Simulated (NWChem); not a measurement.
## Ionisation of CN (-1)

```xyz
2

C      0.0000     0.0000     0.6413
N      0.0000     0.0000    -0.5497
```
Charge -1, spin multiplicity 1.

All runs are NWChem calculations. The geometry was optimised at PBE/def2-SVP, a minimum by its harmonic frequencies.

Basis set: def2-TZVPD. −ε marks an orbital energy of the parent.

B3LYP has NWChem's definition, with VWN1-RPA local correlation. The structure started from a generated list of species. The anion's geometry comes from a basis without diffuse functions.

For the first vertical ionisation energy, −ε(HOMO) of HF gives 5.09 eV and −ε(HOMO) of LDA (SVWN5) gives 0.06 eV. What do −ε(HOMO) of B3LYP, −ε(HOMO) of PBE0, −ε(HOMO) of PBE give?

−ε(HOMO) of B3LYP: 1.18 eV; −ε(HOMO) of PBE0: 1.35 eV; −ε(HOMO) of PBE: -0.10 eV.
